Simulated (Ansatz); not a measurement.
# FH4Si: the cost of one run

Method: PBE0-D4/def2-SVP, unrestricted; program: Ansatz 0.2.0, Gaussian basis.

## 1. The starting structure

The start, a first-order saddle point found at PBE0-D4 in triple zeta: 6 atoms, charge 0, spin multiplicity 2.

Atoms are counted from 1 here; the program's logs count them from 0.

Bond lengths: H1–Si2 1.565 Å, Si2–F3 1.599 Å, Si2–H5 1.483 Å, Si2–H6 1.483 Å. Angles: H1–Si2–F3 107.9°, H1–Si2–H5 110.2°, H1–Si2–H6 110.2°, F3–Si2–H5 108.5°, F3–Si2–H6 108.5°, H5–Si2–H6 111.3°.

Coordinates:

```xyz
6

H    -0.9735    0.4115    0.2607
Si    0.4412   -0.1781   -0.0563
F     0.5303   -0.4190   -1.6346
H    -2.1163    0.8798    0.4658
H     1.4984    0.7863    0.3339
H     0.6197   -1.4805    0.6305
```

## 2. Dynamics

Contents of md/in.yaml:

```yaml
crystal:
  periodic: [false, false, false]
  atoms:
    - {symbol: H, position_ang: [-0.973521, 0.411462, 0.260686]}
    - {symbol: Si, position_ang: [0.441248, -0.178084, -0.056324]}
    - {symbol: F, position_ang: [0.530343, -0.418990, -1.634617]}
    - {symbol: H, position_ang: [-2.116265, 0.879778, 0.465803]}
    - {symbol: H, position_ang: [1.498418, 0.786325, 0.333856]}
    - {symbol: H, position_ang: [0.619678, -1.480491, 0.630496]}
basis:
  gaussian: {orbitals: def2-SVP}
magnetization: {spin_polarized: true, initial_magnetization: 1}
hamiltonian: {xc: pbe0, dispersion: d4}
md: {n_steps: 60, timestep: 0.25, temperature: 1000, ensemble: nvt_nose_hoover, seed: 906, initial_velocities: maxwell_boltzmann}
```

Started as:

```console
$ ansatz run in.yaml --threads 2 --pin off --events-out ev --progress --plain --max-ram 4352MiB
```

**Question.** How long does this run take on 2 threads of Intel Xeon Platinum 8488C, shared host?

About 55 s.
